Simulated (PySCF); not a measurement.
# Structure from 2D NMR

Compound of formula C$_{2}$HF. Correlations simulated from computed shifts and couplings:

HSQC (one-bond C–H):
```csv
δH,δC,"1J(C,H) (Hz)"
0.73,17.4,296
```

HMBC (two and three bonds, |J| ≥ 2.5 Hz):
```csv
δH,δC [abs. J in Hz]
0.73,97.9 [71.1]
```

Carbons without hydrogens: δ 97.9.

PySCF calculation with J: B3LYP/pcJ-1, GIAO PBE0/pcSseg-1 shieldings and structure optimised with GFN2-xTB; no relativistic terms, in vacuum, a single conformation.

Scale: TMS for 1H (σref 31.72) and 13C (σref 186.93) (reference shieldings calculated alike).

Exchangeable hydrogens are left out of these lists, and C,H couplings along chains are those of one rotamer, so weak HMBC peaks may be missing or extra.

Assemble the structure.

Answers

fluoroacetylene (SMILES C#CF).

Atom-mapped SMILES (the numbers label the heavy atoms): `[CH:1]#[C:2][F:3]`. Hydrogens are named by the atom that carries them.

1. δC 97.9 is C2, an alkyne carbon.
2. δC 17.4 is C1, a terminal alkyne carbon (δH 0.73).
3. HMBC from δH 0.73 reaches the proton-free carbon C2.

Common functionals overestimate the size of one-bond C–F couplings by tens of Hz; these are unscaled. Shifts are as computed. Against solution values, carbons near 30 ppm lie about +3 ppm off and those near 130 ppm about +5 ppm. Of 1211 compounds with measured shifts, 218 miss one by over three times the rms of a fit or turn the order of signals round; such compounds aren't used in these exercises.
